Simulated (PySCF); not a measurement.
Fulvene, C₆H₆.
Bonds: C1–C2 (double), C2–C3, C3–C4 (double), C4–C5, C5–C6 (double), C2–C6. Hydrogens: H7, H8 on C1; H9 on C3; H10 on C4; H11 on C5; H12 on C6.

The closed-shell ground state was solved at several levels (PySCF, density fitting, gas phase, non-relativistic). Geometry: PBE0-D3(BJ)/def2-SVP; no solvent, vibrations or thermal averaging.

```json
{"level": "CAM-B3LYP/def2-SVPD", "basis functions": "168", "HOMO (eV)": "-7.67", "LUMO (eV)": "-0.89", "gap (eV)": "6.78", "dipole (D)": "0.61"}
{"level": "B3LYP/def2-SVPD", "basis functions": "168", "HOMO (eV)": "-6.18", "LUMO (eV)": "-2.16", "gap (eV)": "4.02", "dipole (D)": "0.62"}
{"level": "PBE0/def2-TZVP", "basis functions": "222", "HOMO (eV)": "-6.35", "LUMO (eV)": "-1.95", "gap (eV)": "4.40", "dipole (D)": "0.60"}
{"level": "BHandHLYP/def2-SVPD", "basis functions": "168", "HOMO (eV)": "-7.23", "LUMO (eV)": "-0.95", "gap (eV)": "6.28", "dipole (D)": "0.62"}
{"level": "LC-wPBE/def2-SVPD", "basis functions": "168", "HOMO (eV)": "-9.05", "LUMO (eV)": "0.15", "gap (eV)": "9.20", "dipole (D)": "0.60"}
{"level": "wB97X-D/def2-SVPD", "basis functions": "168", "HOMO (eV)": "-8.22", "LUMO (eV)": "-0.25", "gap (eV)": "7.97", "dipole (D)": "0.64"}
```

Task: Estimate the row for PBE/def2-SVPD, a basis of 168 functions; the other rows only guide the guess.

Result: HOMO -5.38 eV, LUMO -2.87 eV, gap 2.51 eV, dipole 0.63 D.

Task: Over all these levels, which gives the widest orbital gap and which the narrowest?

Result: LC-wPBE/def2-SVPD (range-separated hybrid) has the widest, 9.20 eV, and PBE/def2-SVPD (GGA) the narrowest, 2.51 eV. The two share the basis. From the narrowest to the widest the HOMO moves by -3.67 eV and the LUMO by +3.02 eV.

Task: In the def2-SVPD basis, how does the gap go with the fixed share of exact exchange?

Result: PBE (0 %) 2.51 eV; B3LYP (20 %) 4.02 eV; BHandHLYP (50 %) 6.28 eV. Each rise in the share widens the gap here.

Task: How far do the dipole and the HOMO energy spread over the levels?

Result: The dipole runs from 0.60 to 0.64 D (mean 0.62 D) and the HOMO from -9.05 to -5.38 eV.
